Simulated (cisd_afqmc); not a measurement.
Input (AFQMC/CISD/cc-pV(T+d)Z; cisd_afqmc is a phaseless AFQMC code with CISD trial states that reads the integrals written by Ansatz): A basis named .json is the Basis Set Exchange file of that set.

Ansatz 0.2 input:
```python
import cisd_afqmc

open("ham.yaml", "w").write("""\
crystal:
  periodic: [false, false, false]
  atoms:
    - {symbol: C, position_ang: [0.00598162, -0.74638565, -0.79142778]}
    - {symbol: S, position_ang: [-0.00405660, 0.00755067, 0.86715117]}
    - {symbol: C, position_ang: [0.00148344, 0.73249071, -0.80432606]}
    - {symbol: H, position_ang: [-0.90354333, -1.26373097, -1.06830194]}
    - {symbol: H, position_ang: [0.92121449, -1.25810671, -1.05981455]}
    - {symbol: H, position_ang: [0.91360095, 1.24501042, -1.08164591]}
    - {symbol: H, position_ang: [-0.91115687, 1.23938617, -1.09013330]}
basis:
  gaussian:
    orbitals: cc-pV_T+d_Z.json
magnetization: {spin_polarized: false}
correlation: {method: ccsd, electrons: outside_noble_gas, hamiltonian_folder: ham}
""")
rep = cisd_afqmc.ansatz("ham.yaml")
e_ccsd = rep["correlation"]["coupled_cluster"]["energy"]["hartree"]
out = cisd_afqmc.run("ham", e_ccsd, trial="CISD", walkers=1000, populations=1, threads=12, dt=0.005, steps=40, early=24, settle=10, least=100,
    cut=5e-5, rank_cut=2e-4, target=0.0004, seconds=1000, seed=4, memory=62639, gpu=True)
```

Output:

```
orbitals 148, occupied [9], factors 783 of 880, rank of the doubles 427 of 1251
E(HF) = -475.612626
E(CCSD) on the cut factors = -476.158791, shift to the whole factors -0.000009
Energy of the trial state on the determinant = -476.158742
  tau behind 7.2 of longer steps, mean of the populations' last blocks
   2.0  -476.18579
   4.0  -476.18515
   6.0  -476.18542
   8.0  -476.18592
  10.0  -476.18699
  12.0  -476.18761
  14.0  -476.18537
  16.0  -476.18636
  18.0  -476.18629
  20.0  -476.18544
  22.0  -476.18556
blocks 100 (0 outliers left out), error by blocks joined: 1: 0.00019, 2: 0.00023, 4: 0.00023, 8: 0.00029
E(AFQMC/CISD) = -476.18601 +/- 0.00029
```

The error still grows at the longest joins of blocks, or few joins were possible, so the printed bar may be too narrow.
